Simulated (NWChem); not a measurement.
SiF$_{4}$; SMILES F[Si](F)(F)F

```xyz
5

F      1.0992    -0.0846     1.1324
Si     0.0000     0.0000     0.0000
F     -0.2341     1.5123    -0.3950
F     -1.3526    -0.6212     0.5313
F      0.4875    -0.8065    -1.2687
```
Atoms are numbered in this order, from 1.

Program: NWChem. Pople sets run with spherical d functions. Coordinates come from a B3LYP/6-31G* (spherical d) optimisation.

Question: Taking PBE0/def2-TZVPD as the yardstick, which of these has the fewest basis functions while keeping “highest occupied level (eV)” within 0.2 eV of it: PBE0/STO-3G; PBE0/6-311G**; PBE0/3-21G; PBE0/6-31+G*; PBE0/6-31G*; PBE0/6-311++G**?

Answer: PBE0/6-31+G*.
```csv
level,basis functions,highest occupied level (eV)
PBE0/STO-3G,29,-5.92
PBE0/3-21G,49,-11.94
PBE0/6-31G*,74,-12.32
PBE0/6-31+G*,94,-12.88
PBE0/6-311G**,98,-12.70
PBE0/6-311++G**,118,-12.96
PBE0/def2-TZVPD,203,-12.82
```

The yardstick is one finite set, not the basis-set limit.
